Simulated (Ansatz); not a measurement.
**Relaxing SnBi3**

Method: DFT r2SCAN, scalar-relativistic, plane waves, PAW in Ansatz 0.2.0. Cutoff 500 eV, Γ-centred k mesh, Gaussian smearing, no spin polarisation in the final step.

This is the end of a relaxation of cell and atoms.

```xyz
4
Lattice="0.0000 3.9263 3.9263 3.9263 0.0000 3.9263 3.9263 3.9263 0.0000" Properties=species:S:1:pos:R:3 pbc="T T T"
Sn    0.0000    0.0000    0.0000
Bi    1.9632    1.9632    1.9632
Bi    5.8895    5.8895    5.8895
Bi    3.9263    3.9263    3.9263
```

Energies over the elements count from the elements' standard structures at the same level, with no empirical corrections.

Question: What space group does it have?

Answer: Fm-3m (No. 225). Conventional cell: a = 7.853 Å. Sn is coordinated by 8 Bi at 3.40 Å and 6 Bi at 3.93 Å; Bi on Wyckoff site c (2 atoms of the primitive cell) has 4 Bi at 3.40 Å, 4 Sn at 3.40 Å and 6 Bi at 3.93 Å; around Bi on Wyckoff site b (1 atom of the primitive cell) lie 8 Bi at 3.40 Å and 6 Sn at 3.93 Å.

Question: How far does it lie from the elements in energy?

Answer: 0.24 eV/atom.

Question: Is it a metal?

Answer: Yes, bands cross the Fermi level on the 10×10×10 mesh.

The final run used a 10×10×10 mesh on its 4-atom cell and 0.10 eV smearing. For metals, differences of a few meV/atom aren't resolved. Spin–orbit coupling is left out.

Cost: 2 runs of about 1.1 core-minutes in all, on Intel Xeon Platinum 8488C (Sapphire Rapids) (shared hosts).